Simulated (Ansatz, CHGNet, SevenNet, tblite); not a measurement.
## How well does each level of theory give the zone-centre TO phonon frequency of zinc-blende BP?

Reference value: 794 cm⁻¹ (measured, temperature not stated, not corrected to a static lattice; as tabulated in Solozhenko et al. (2014), arXiv:1505.05714).

```json
[
 {"level (code)": "GFN1-xTB (tblite)", "value (cm⁻¹)": "810", "cell (Å³/atom)": "11.96", "difference (%)": "+2.0"},
 {"level (code)": "CHGNet 0.3.0", "value (cm⁻¹)": "475", "cell (Å³/atom)": "11.71", "difference (%)": "-40"},
 {"level (code)": "CHGNet-r²SCAN", "value (cm⁻¹)": "624", "cell (Å³/atom)": "11.64", "difference (%)": "-21"},
 {"level (code)": "SevenNet-l3i5", "value (cm⁻¹)": "600", "cell (Å³/atom)": "11.74", "difference (%)": "-24"},
 {"level (code)": "LDA (Ansatz)", "value (cm⁻¹)": "821", "cell (Å³/atom)": "11.32", "difference (%)": "+3.4"},
 {"level (code)": "PBE (Ansatz)", "value (cm⁻¹)": "800", "cell (Å³/atom)": "11.76", "difference (%)": "+0.8"},
 {"level (code)": "r²SCAN (Ansatz)", "value (cm⁻¹)": "818", "cell (Å³/atom)": "11.67", "difference (%)": "+3.0"}
]
```

Once the reference is moved by up to 3.0 % (a margin picked here for doubts on the reference and the settings, and for temperature and zero-point motion) and values within 0.7 % count as equal, the nearest can be PBE (+0.8 %), GFN1-xTB (+2.0 %), r²SCAN (+3.0 %) or LDA (+3.4 %). Among them CHGNet 0.3.0 (-40 %) misses by most. Within 10 %: GFN1-xTB, LDA, PBE, r²SCAN.

The reference isn't brought to a static lattice, while the calculations are for one, so the differences are not the levels' errors alone.  GFN1-xTB: the method was fitted mainly to molecules. GFN1-xTB: the run uses a supercell at the zone centre in place of a k mesh. Each level is taken at its own relaxed cell. Cutoffs and k meshes differ between the levels. Ansatz's density-functional and Hartree–Fock values are scalar-relativistic unless marked +SOC, with PAW data made under PBE.

Machine-learned potentials (CHGNet 0.3.0, CHGNet-r²SCAN, SevenNet-l3i5) are trained on DFT data: a solid inside that data is no test of them.

Differences are worked out from the printed values.

Ansatz is an electronic-structure program.
